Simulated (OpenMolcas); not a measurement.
**Potential curves of O₂: spin–orbit levels**

Computed with OpenMolcas 26.06: state-averaged CASSCF(8,6) over O 2p, O 2p, XMS-CASPT2 (IPEA 0.25, imaginary shift 0.2 hartree), scalar X2C, ANO-RCC-VTZP, then RASSI spin–orbit state interaction with atomic mean-field integrals. C2 symmetry about the axis (a holds Σ, Δ, Γ; b holds Π, Φ, H; Σ⁺ and Σ⁻ are not told apart); roots by multiplicity and irrep: 3a 4, 1a 4, 3b 2.

XMS-CASPT2 energies with spin–orbit state interaction in eV from the lowest point. Curves are followed by energy order within each symmetry, so they are adiabatic and may change character at avoided crossings and where g and u states cross; for Ω = 0 the + and − levels are counted together.

```
R (Å)  (1)Ω=0  (1)Ω=1  (1)Ω=2  (2)Ω=0  (3)Ω=0  (2)Ω=2  (4)Ω=0  (5)Ω=0  (6)Ω=0
1.030   1.904   1.905   2.994   3.833  11.953  12.292  12.421  12.421  12.495
1.090   0.715   0.715   1.783   2.596   9.231   9.550   9.735  10.243  10.243
1.144   0.183   0.184   1.232   2.004   7.487   7.812   7.982   8.951   8.952
1.198   0.000   0.000   1.009   1.747   6.259   6.580   6.736   8.089   8.089
1.258   0.071   0.071   1.039   1.725   5.338   5.646   5.784   7.494   7.494
1.318   0.330   0.331   1.242   1.879   4.750   5.046   5.171   7.157   7.157
1.402   0.871   0.871   1.701   2.258   4.306   4.587   4.692   6.951   6.951
1.510   1.697   1.697   2.400   2.849   4.132   4.403   4.489   6.018   6.018
```

Problem. With masses 15.995 and 15.995 u, fit the curves (1)Ω=0, (1)Ω=1, (2)Ω=0 near their minima.

Solution. At XMS-CASPT2 with spin–orbit state interaction, Te from the lowest curve (the fit fixes ωe to a per cent or two; the method's Re and ωe can be off by some per cent):

| curve | Te (cm⁻¹) | Re (Å) | ωe (cm⁻¹) |
| --- | --- | --- | --- |
| (1)Ω=0 | 0 | 1.210 | 1590.2 |
| (1)Ω=1 | 0 | 1.210 | 1590.2 |
| (2)Ω=0 | 13820 | 1.233 | 1418.6 |

Measured for comparison (Huber and Herzberg, Constants of Diatomic Molecules, 1979): X 3Σg- Te 0, Re 1.20752, ωe 1580.19; W 3Σu- Te 3; j 1Σu+ Te 18; A' 3Δu Te 53; C 3Πg Te 1840, ωe 41.

The 9 lowest clean curves are shown; the next is (4)Ω=1, from 6.03 eV. Left out for impure symmetry, kinks or missing points, though low: (1)Ω=3, (2)Ω=1, (3)Ω=1. g and u states are not told apart. Only roots inside an energy window near the equilibrium distance were included, so the list of states is not complete; labels number the states computed. Each spin and symmetry block has orbitals of its own, averaged over its own roots, so gaps between blocks are less sure than gaps within one and near the minimum can be off by tenths of an eV, in bad cases by more. No Rydberg orbitals are active, so Rydberg states, and σ→σ* states whose orbital the CASSCF left unused, can be missing between those listed. CASPT2 splits the two components of degenerate states numerically, here by up to 116 cm⁻¹. No roots were computed in block 1b (none fell in the window or the block failed), so states of that kind are missing and can lie low or lowest. Points that failed a check (symmetry, reference weights, a jump) are left out.
